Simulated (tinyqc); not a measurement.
Worked calculation: FCI on RHF in the sto-3g basis, frozen core, for HF, spin multiplicity 1. Computed by tinyqc, a small Python program that keeps every step (integrals from PySCF). Settings: charge = 0, multiplicity = 1, basis = sto-3g, method = RHF, frozen orbitals = 1, energy threshold = 1e-10, iteration cap = 58, orthogonalisation = canonical, start = atomic densities, DIIS depth = 6, ci = FCI, davidson = 1. Command: `OMP_NUM_THREADS=1 python tinyqc.py 31474 31475 out.jsonl` (the two numbers bound the seeds that draw the settings). One thread of a shared host (Intel(R) Xeon(R) Processor @ 2.60GHz), about 0.1 s of CPU time with the checks. The early iterations of the SCF are left out here.

## One-electron integrals

Geometry (angstrom):
```
atom         x         y         z
F     0.000000  0.000000  0.000000
H     0.000000  0.000000  0.999000
```

Basis sto-3g: exponents (1/bohr^2) and contraction coefficients of normalised primitives:
```
element  l (shell)    exponent  coefficient
F            s (1)  166.679130     0.154329
F            s (1)   30.360812     0.535328
F            s (1)    8.216821     0.444635
F            s (2)    6.464803    -0.099967
F            s (2)    1.502281     0.399513
F            s (2)    0.488588     0.700115
F            p (3)    6.464803     0.155916
F            p (3)    1.502281     0.607684
F            p (3)    0.488588     0.391957
H            s (1)    3.425251     0.154329
H            s (1)    0.623914     0.535328
H            s (1)    0.168855     0.444635
```

Overlap, kinetic and nuclear-attraction integrals over the contracted functions; the nuclear repulsion is the sum of Za Zb / Rab.

nuclear repulsion = 4.76736226 hartree

overlap S, lower triangle:
```
           1F 1s     1F 2s    1F 2px    1F 2py    1F 2pz     2H 1s
1F 1s   1.000000
1F 2s   0.237990  1.000000
1F 2px  0.000000  0.000000  1.000000
1F 2py  0.000000  0.000000  0.000000  1.000000
1F 2pz  0.000000  0.000000  0.000000  0.000000  1.000000
2H 1s   0.040673  0.395764  0.000000  0.000000  0.320018  1.000000
```

kinetic energy T (hartree), lower triangle:
```
            1F 1s     1F 2s    1F 2px    1F 2py    1F 2pz     2H 1s
1F 1s   36.984577
1F 2s   -0.212858  1.037995
1F 2px   0.000000  0.000000  3.248015
1F 2py   0.000000  0.000000  0.000000  3.248015
1F 2pz   0.000000  0.000000  0.000000  0.000000  3.248015
2H 1s   -0.004660  0.088923  0.000000  0.000000  0.213916  0.760032
```

nuclear attraction V (hartree), lower triangle:
```
             1F 1s       1F 2s      1F 2px      1F 2py      1F 2pz      2H 1s
1F 1s   -77.539287
1F 2s    -9.302874  -12.068706
1F 2px    0.000000    0.000000  -11.944314
1F 2py    0.000000    0.000000    0.000000  -11.944314
1F 2pz   -0.012687   -0.154528    0.000000    0.000000  -12.039075
2H 1s    -1.634772   -3.619836    0.000000    0.000000   -2.578619  -5.846889
```

core Hamiltonian H = T + V (hartree), lower triangle:
```
             1F 1s       1F 2s     1F 2px     1F 2py     1F 2pz      2H 1s
1F 1s   -40.554710
1F 2s    -9.515731  -11.030710
1F 2px    0.000000    0.000000  -8.696300
1F 2py    0.000000    0.000000   0.000000  -8.696300
1F 2pz   -0.012687   -0.154528   0.000000   0.000000  -8.791061
2H 1s    -1.639431   -3.530913   0.000000   0.000000  -2.364703  -5.086857
```

## Two-electron integrals

Functions are numbered as in S; the eight-fold symmetry (ij|kl) = (ji|kl) = (kl|ij) leaves the list below.

Two-electron integrals (ij|kl) in chemists' order, unique and non-zero (hartree):
```
(11|11) 5.403501   (21|11) 0.841920   (21|21) 0.156299   (22|11) 1.268028
(22|21) 0.292344   (22|22) 0.926167   (31|31) 0.027998   (32|31) 0.043169
(32|32) 0.204588   (33|11) 1.264502   (33|21) 0.292403   (33|22) 0.925959
(33|33) 0.997514   (41|41) 0.027998   (42|41) 0.043169   (42|42) 0.204588
(43|43) 0.053770   (44|11) 1.264502   (44|21) 0.292403   (44|22) 0.925959
(44|33) 0.889973   (44|44) 0.997514   (51|51) 0.027998   (52|51) 0.043169
(52|52) 0.204588   (53|53) 0.053770   (54|54) 0.053770   (55|11) 1.264502
(55|21) 0.292403   (55|22) 0.925959   (55|33) 0.889973   (55|44) 0.889973
(55|55) 0.997514   (61|11) 0.146051   (61|21) 0.026881   (61|22) 0.049945
(61|33) 0.049869   (61|44) 0.049869   (61|51) 0.001105   (61|52) 0.002068
(61|55) 0.050105   (61|61) 0.004671   (62|11) 0.364399   (62|21) 0.085117
(62|22) 0.300214   (62|33) 0.295859   (62|44) 0.295859   (62|51) 0.005798
(62|52) 0.044963   (62|55) 0.308633   (62|61) 0.014847   (62|62) 0.119093
(63|31) 0.008976   (63|32) 0.052937   (63|53) 0.009502   (63|63) 0.017783
(64|41) 0.008976   (64|42) 0.052937   (64|54) 0.009502   (64|64) 0.017783
(65|11) 0.245626   (65|21) 0.058118   (65|22) 0.219447   (65|33) 0.210017
(65|44) 0.210017   (65|51) 0.012441   (65|52) 0.084167   (65|55) 0.238057
(65|61) 0.010570   (65|62) 0.106722   (65|65) 0.112696   (66|11) 0.512886
(66|21) 0.121772   (66|22) 0.494968   (66|33) 0.477881   (66|44) 0.477881
(66|51) 0.010584   (66|52) 0.115132   (66|55) 0.528566   (66|61) 0.021384
(66|62) 0.249851   (66|65) 0.260111   (66|66) 0.774606
```

## Orthogonalisation

S = U s U^T; canonical form X = U s^(-1/2), so that X^T S X = 1. Each column of U has its largest component positive (the first on a tie).

eigenvalues of S: 0.468612  0.845775  1.000000  1.000000  1.126616  1.558996

X:
```
                1          2         3          4          5         6
1F 1s    0.312691   0.753550  0.000000   0.000000  -0.584642  0.238708
1F 2s   -0.864401  -0.440197  0.000000   0.000000  -0.351888  0.471420
1F 2px   0.000000   0.000000  0.616183   0.787603   0.000000  0.000000
1F 2py   0.000000   0.000000  0.787603  -0.616183   0.000000  0.000000
1F 2pz  -0.585722   0.584326  0.000000   0.000000   0.604041  0.299016
2H 1s    0.972588  -0.281602  0.000000   0.000000   0.238991  0.522311
```

Within a degenerate level the vectors are fixed only up to a rotation; this is one choice.

## Iteration 7 (converged): orbitals

converged F (hartree), lower triangle:
```
             1F 1s      1F 2s     1F 2px     1F 2py     1F 2pz      2H 1s
1F 1s   -25.897870
1F 2s    -6.623301  -3.035435
1F 2px    0.000000   0.000000  -0.462389
1F 2py    0.000000   0.000000   0.000000  -0.462389
1F 2pz   -0.021603  -0.073209   0.000000   0.000000  -0.314108
2H 1s    -1.151104  -0.996768   0.000000   0.000000  -0.540739  -0.494453
```

Diagonalise F' = X^T F X, C = X C', fill 5 alpha and 5 beta electrons from the bottom; D = 2 C_occ C_occ^T. Each column has its largest component positive (the first on a tie).

F' = X^T F X (hartree), lower triangle:
```
           1           2          3          4           5          6
1  -0.269581
2  -2.719438  -10.608374
3   0.000000    0.000000  -0.462389
4   0.000000    0.000000   0.000000  -0.462389
5   2.074195   10.571215   0.000000   0.000000  -11.716381
6  -0.915921   -5.819698   0.000000   0.000000    6.516182  -4.774463
```

orbital energies (hartree): MO1 -25.907511, MO2 -1.448930, MO3 -0.560271, MO4 -0.462389, MO5 -0.462389, MO6 0.547913

coefficients C:
```
              MO1        MO2        MO3       MO4        MO5        MO6
1F 1s    0.994794  -0.252237   0.073558  0.000000   0.000000   0.075835
1F 2s    0.021887   0.957412  -0.384469  0.000000   0.000000  -0.471266
1F 2px   0.000000   0.000000   0.000000  0.999998  -0.001898   0.000000
1F 2py   0.000000   0.000000   0.000000  0.001898   0.999998   0.000000
1F 2pz   0.002382   0.066563   0.694265  0.000000   0.000000  -0.807677
2H 1s   -0.004887   0.141385   0.546312  0.000000   0.000000   1.018176
```

D after iteration 7, lower triangle:
```
            1F 1s      1F 2s    1F 2px    1F 2py    1F 2pz     2H 1s
1F 1s    2.117299
1F 2s   -0.496005   2.129865
1F 2px   0.000000   0.000000  2.000000
1F 2py   0.000000   0.000000  0.000000  2.000000
1F 2pz   0.073298  -0.406288  0.000000  0.000000  0.972881
2H 1s   -0.000678  -0.149568  0.000000  0.000000  0.777369  0.636940
```

Within a degenerate level the vectors are fixed only up to a rotation; this is one choice.

## Convergence

Stop when the energy changes by less than 1e-10 hartree and every element of the error matrix X^T (F D S - S D F) X is below 3e-06.

Course of the cycle:
```
iteration   E (hartree)     change  largest element of the error matrix
1          -99.35126079          -                             9.17e-01
2          -98.53260411   8.19e-01                             1.94e-01
3          -98.56992145  -3.73e-02                             2.70e-02
4          -98.57058215  -6.61e-04                             4.12e-03
5          -98.57059014  -7.99e-06                             7.06e-05
6          -98.57059014  -2.50e-09                             1.06e-06
7          -98.57059014  -1.38e-12                             8.47e-09
```

PySCF RHF in the same basis = -98.57059014 hartree

Converged in 7 iterations.

## Integrals over molecular orbitals

(pq|rs) = sum C_ip C_jq C_kr C_ls (ij|kl), one index at a time.

one-electron integrals over orbitals h = C^T H C (hartree), lower triangle:
```
            1          2          3          4          5          6
1  -40.536721
2    0.708173  -9.138784
3   -0.196851   0.559950  -7.428358
4    0.000000   0.000000   0.000000  -8.696300
5    0.000000   0.000000   0.000000   0.000000  -8.696300
6   -0.206880   1.099267   1.957514   0.000000   0.000000  -6.102642
```

Two-electron integrals over orbitals (pq|rs), unique and non-zero (hartree); the lowest 1 orbital is frozen and left out:
```
(22|22) 0.858492    (32|22) -0.028157   (32|32) 0.154133    (33|22) 0.742445
(33|32) -0.040068   (33|33) 0.744995    (42|42) 0.182927    (43|42) -0.039797
(43|43) 0.044868    (44|22) 0.881981    (44|32) -0.076750   (44|33) 0.737809
(44|44) 0.997514    (52|52) 0.182927    (53|52) -0.039797   (53|53) 0.044868
(54|54) 0.053770    (55|22) 0.881981    (55|32) -0.076750   (55|33) 0.737809
(55|44) 0.889973    (55|55) 0.997514    (62|22) -0.120463   (62|32) -0.053431
(62|33) -0.033024   (62|44) -0.118368   (62|55) -0.118368   (62|62) 0.095195
(63|22) -0.181741   (63|32) 0.093750    (63|33) -0.116986   (63|44) -0.207462
(63|55) -0.207462   (63|62) 0.053097    (63|63) 0.189045    (64|42) -0.039483
(64|43) -0.016573   (64|64) 0.030981    (65|52) -0.039483   (65|53) -0.016573
(65|65) 0.030981    (66|22) 0.672715    (66|32) 0.065621    (66|33) 0.667457
(66|44) 0.646355    (66|55) 0.646355    (66|62) -0.064648   (66|63) -0.016911
(66|66) 0.707434
```

## FCI: determinants and Hamiltonian

one-electron integrals dressed by the frozen orbital, h + 2 (pq|11) - (p1|1q) (hartree), lower triangle:
```
           2          3          4          5          6
2  -6.800250
3   0.295633  -5.497524
4   0.000000   0.000000  -6.197864
5   0.000000   0.000000   0.000000  -6.197864
6   0.674767   1.223736   0.000000   0.000000  -4.371649
```

energy of the frozen orbital, 2 h_11 + (11|11) = -75.71047196 hartree

Hartree-Fock energy = -98.57059014 hartree

Slater-Condon rules over spin orbitals, with the nuclear repulsion and the energy of the frozen orbital added and E(HF) subtracted on the diagonal. Only determinants linked to the reference directly or through others are kept (one block of an abelian symmetry group), so some states are absent.

Occupation strings over the orbitals (2 doubly, a alpha, b beta, 0 empty; spin orbitals ordered 1a 1b 2a 2b ...): 222220 22a22b 2a222b 22b22a 2b222a 222202 222022 220222 2ab222 2ba222 202222

H - E(HF) between determinants (hartree), lower triangle:
```
           222220     22a22b     2a222b     22b22a     2b222a     222202     222022     220222
222220   0.000000
22a22b   0.000000   0.629772
2a222b   0.000000  -0.012525   1.419323
22b22a   0.000000  -0.189045  -0.053097   0.629772
2b222a   0.000000  -0.053097  -0.095195  -0.012525   1.419323
222202   0.030981   0.016573   0.039483  -0.016573  -0.039483   1.202092
222022   0.030981   0.016573   0.039483  -0.016573  -0.039483   0.053770   1.202092
220222   0.189045   0.100075  -0.093750  -0.100075   0.093750   0.044868   0.044868   1.377059
2ab222  -0.053097   0.093750  -0.164830  -0.031623   0.053431   0.039797   0.039797   0.118214
2ba222   0.053097  -0.031623   0.053431   0.093750  -0.164830  -0.039797  -0.039797  -0.118214
202222   0.095195   0.053431   0.055815  -0.053431  -0.055815   0.182927   0.182927   0.154133

           2ab222     2ba222    202222
2ab222   2.158802
2ba222  -0.154133   2.158802
202222   0.106303  -0.106303  3.059142
```

## FCI: roots

Diagonalise (each vector has its largest component positive (the first on a tie)); all determinants have Ms = 0, so triplets appear too. The lowest singlet root is the correlation energy.

lowest roots of this matrix, relative to E(HF) (hartree): -0.032674  0.434022  0.772721  1.148322  1.173668  1.309811  1.363703  1.519621

lowest vectors:
```
           root 1     root 2     root 3     root 4
222220   0.988963   0.000000  -0.046249   0.000000
22a22b   0.013919   0.704990   0.683366   0.000000
2a222b  -0.002625   0.048918  -0.079120   0.000000
22b22a  -0.013919   0.704990  -0.683366   0.000000
2b222a   0.002625   0.048918   0.079120   0.000000
222202  -0.017674   0.000000   0.000032   0.707107
222022  -0.017674   0.000000   0.000032  -0.707107
220222  -0.136218   0.000000  -0.214501   0.000000
2ab222   0.029952  -0.024416  -0.051494   0.000000
2ba222  -0.029952  -0.024416   0.051494   0.000000
202222  -0.024013   0.000000  -0.006908   0.000000
```

<S^2> of these roots: 0.000000  2.000000  0.000000  0.000000  0.000000  2.000000  0.000000  0.000000

weight of the ground state by excitation level 0, 1, 2, ...: 0.978048  0.000401  0.021551

## The lowest root by the Davidson method

Start from the reference; add the residual divided by (theta - H_ii), orthogonalised, at each step.

Davidson iterations:
```
iteration  subspace  lowest Ritz value (hartree)  residual norm
1                 1                            0       2.29e-01
2                 2                  -0.03179544       4.09e-02
3                 3                  -0.03266276       4.41e-03
4                 4                  -0.03267339       5.31e-04
5                 5                  -0.03267359       1.77e-05
6                 6                  -0.03267359       6.66e-07
7                 7                  -0.03267359       9.40e-17
```
